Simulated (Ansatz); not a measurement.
Basis-set extrapolation for `[CH2][AlH][CH3]` radical (PBE0-D4/def2-TZVP geometry, frozen core, Ansatz). Multiplicity 2, UHF reference.

```csv
,def2-TZVPP,def2-QZVPP
HF,-321.145713,-321.156770
MP2 correlation,-0.404703,-0.431590
CCSD(T) correlation,-0.463746,not run
```

Energies in hartree. Use E(X) = E(∞) + A·exp(−7.88·√X) for Hartree–Fock and E(X) = E(∞) + B·X^(−2.97) for correlation, with X = 3 and 4, and add CCSD(T) minus MP2 of the smaller set to the MP2 limit.

Q: What is the CCSD(T) energy at the basis-set limit?

A: HF limit: -321.156770 + (-0.011057) × 0.13774 = -321.15829. MP2 limit: -0.431590 + (-0.026887) × 0.74074 = -0.45151. Higher-order term: -0.463746 − (-0.404703) = -0.05904. Total: -321.66884 hartree, 1.62 eV below CCSD(T)/def2-TZVPP.
